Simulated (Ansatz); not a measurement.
Results of PBEsol (plane waves, PAW; Ansatz, a program for electronic structure) for hcp Ti.

Settings: plane-wave cutoff 500 eV, 30×30×16 k mesh (along the axes of the cell as run), Fermi–Dirac smearing 0.1 eV, no spin polarisation, scalar-relativistic PAW data made under PBE.

Computed at the level's own relaxed cell.

**Question.** Predict the volume per atom, lattice constant a and lattice parameter c.

**Answer.** 
- volume per atom: 16.74 Å³/atom
- lattice constant a: 2.901 Å
- lattice parameter c: 4.595 Å

Measured, for comparison: lattice constant a 2.950 Å, lattice parameter c 4.683 Å (293 K, no zero-point or thermal correction; as tabulated in Wikipedia's data pages). Computed (rounded) less measured: lattice constant a -1.7 %, lattice parameter c -1.9 %. A static lattice is as a rule a little smaller and stiffer than an uncorrected measurement, which narrows the difference in the lattice constant a, lattice parameter c and would widen misses of the other sign.

The computed numbers hold no vibrational or temperature effects.

Cost on a shared machine: roughly 3.0 core-minutes.
